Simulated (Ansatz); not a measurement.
**CH4MgO: ionisation energy by level of theory**

One table from this session's results is given with a row withheld; the runs are named, their logs left out.

The runs use Ansatz 0.2.0, Gaussian basis; unrestricted cation, the program's frozen cores in correlated methods.

Plan: UKS PBE-D4/def2-TZVPP; UKS r2SCAN-D4/def2-TZVPP; UKS PBE0-D4/def2-TZVPP; UKS B3LYP-D4/def2-TZVPP; UKS wB97X-V/def2-TZVPP; UKS wB97M-V/def2-TZVPP; UKS B2PLYP/def2-TZVPP; UHF-CCSD(T)/def2-TZVPP; UHF-CCSD(T)/def2-QZVPP; extrapolation to the limit; then −ε(HOMO) from the neutral's earlier runs with LDA (SPW92), PBE-D4, revPBE-D4, BLYP-D4, r2SCAN-D4, B97M-V, PBE0-D4, B3LYP-D4, r2SCANh-D4, r2SCAN0-D4, HSE06-D4, BHLYP-D4, CAM-B3LYP-D4, LC-ωPBE, ωB97X-V, ωB97M-V.

## The relaxed structure

All runs share one geometry, relaxed beforehand with PBE0-D4 in a triple-zeta def2 set.

7 atoms, charge 0, spin multiplicity 1.

Atoms are counted from 1 here; the program's logs count them from 0.

Bond lengths: C1–O2 1.376 Å, C1–H4 1.100 Å, C1–H5 1.100 Å, C1–H6 1.100 Å, O2–Mg3 1.763 Å, Mg3–H7 1.690 Å. Angles: O2–C1–H4 111.8°, O2–C1–H5 111.8°, O2–C1–H6 111.8°, H4–C1–H5 107.0°, H4–C1–H6 107.0°, H5–C1–H6 107.0°, C1–O2–Mg3 180.0°, O2–Mg3–H7 180.0°.

Coordinates:

```mol
CH4MgO
  3D, bonds by distance, orders not assigned

  7  6  0  0  0  0  0  0  0  0999 V2000
   -0.6350    0.9513   -0.0894 C   0  0
    0.1283   -0.1891    0.0093 O   0  0
    1.1073   -1.6498    0.1350 Mg  0  0
   -0.9133    1.1679   -1.1312 H   0  0
   -0.1016    1.8343    0.2919 H   0  0
   -1.5704    0.8678    0.4832 H   0  0
    2.0461   -3.0504    0.2555 H   0  0
  1  2  8  0
  2  3  8  0
  1  4  8  0
  1  5  8  0
  1  6  8  0
  3  7  8  0
M  END
```

Set-up of the first run:

in.yaml

```yaml
crystal:
  periodic: [false, false, false]
  atoms:
    - {symbol: C, position_ang: [-0.635049, 0.951282, -0.089411]}
    - {symbol: O, position_ang: [0.128275, -0.189080, 0.009284]}
    - {symbol: Mg, position_ang: [1.107294, -1.649766, 0.134956]}
    - {symbol: H, position_ang: [-0.913284, 1.167886, -1.131210]}
    - {symbol: H, position_ang: [-0.101646, 1.834334, 0.291872]}
    - {symbol: H, position_ang: [-1.570386, 0.867767, 0.483158]}
    - {symbol: H, position_ang: [2.046097, -3.050424, 0.255452]}
basis:
  gaussian: {orbitals: def2-TZVPP}
total_charge: 1
magnetization: {spin_polarized: true, initial_magnetization: 1}
hamiltonian: {xc: pbe, dispersion: d4}
```

Run with:

```sh
$ ansatz run in.yaml --threads 2 --pin off --events-out ev --progress --plain --max-ram 32768MiB --backend cpu
```

Steps of the session up to this table: Cation, UKS PBE-D4/def2-TZVPP; Cation, UKS r2SCAN-D4/def2-TZVPP; Cation, UKS PBE0-D4/def2-TZVPP; Cation, UKS B3LYP-D4/def2-TZVPP; Cation, UKS wB97X-V/def2-TZVPP; Cation, UKS wB97M-V/def2-TZVPP; Cation, UKS B2PLYP (frozen core)/def2-TZVPP; Cation, UHF-CCSD(T)/def2-TZVPP; Cation, UHF-CCSD(T)/def2-QZVPP.

One of the session's tables, all rows but one given; the rest of the session is left out.

It belongs to the step «Ionisation energies side by side». For comparison, −ε(HOMO) of the neutral from earlier runs:

```
  functional  −ε(HOMO) (eV)
 LDA (SPW92)           5.78
      PBE-D4           5.62
   revPBE-D4           5.56
     BLYP-D4           5.56
   r2SCAN-D4           5.91
      B97M-V           6.01
     PBE0-D4           7.10
    B3LYP-D4              ?
  r2SCANh-D4           6.47
  r2SCAN0-D4           7.32
    HSE06-D4           6.69
    BHLYP-D4           8.58
CAM-B3LYP-D4           8.60
     LC-ωPBE           9.94
     ωB97X-V           9.61
     ωB97M-V           9.55
```

Estimate the missing values for B3LYP-D4.

Worked estimate for «−ε(HOMO) (eV)». Against the share of exact exchange, BLYP-D4 (0, 5.56), BHLYP-D4 (0.5, 8.58) give a slope of 6.04 per unit share; at 0.2 the line stands at 6.77.

**Answer.** −ε(HOMO) (eV): 6.90. In «−ε(HOMO) (eV)» the line misses by -0.13.
